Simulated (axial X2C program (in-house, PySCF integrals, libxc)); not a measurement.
# PAl⁺: EOM-IP-CCSD levels

Aim: EOM-IP-CCSD levels of PAl⁺, with spin–orbit coupling in the Hamiltonian from the start.

Program: an in-house X2C program for linear molecules on PySCF integrals. Level of theory: two-component X2C with atomic mean-field terms, P dyall-v3z, Al dyall-v3z. These are calculated values, not measurements.

## (1) The job

File task.json:

```json
{"zs": [15, 13], "q": 1, "bas": ["dyall-v3z", "dyall-v3z"], "r0": 2.15, "eom": "ip", "rq": 0, "thr": -2.0, "nmax": 95, "grid": [1, 0.96, 1.045, 0.92, 1.09, 1.15]}
```

Keys: zs atomic numbers; q charge; bas basis sets; r0 starting distance in Å; eom kind of EOM run; thr threshold in hartree for freezing inner shells (an s shell follows its p shell); nmax most natural virtual spinors; grid distances as factors.

The run is started by

```sh
$ python soeom.py task.json out
```

The runs that follow: EOM-IP-CCSD at 2.217 Å.

**Question.** What will these runs give? Wanted: next root led by one particle; T1 of the reference.

The runs gave:

| quantity | value |
| --- | --- |
| lowest root at 2.217 Å | Ω = 1/2, 8.189 eV |
| next root led by one particle | Ω = 3/2, about 2940 cm⁻¹ higher |
| T1 of the reference | 0.222 |

Removing an electron from the reference determinant of PAl costs 8.19 eV and empties a spinor of 28% Al sσ, 28% Al pσ, 21% P pσ. The closed-shell reference lies 0.63 eV above the lowest determinant found, so these energies count from an excited configuration. Errors of 0.1 to 0.3 eV are usual at this size, and roots led by higher excitations are left out, so the list is incomplete, and low states of that kind can be missing. T1 or the largest double amplitude of the reference is raised, which lowers the reliability.
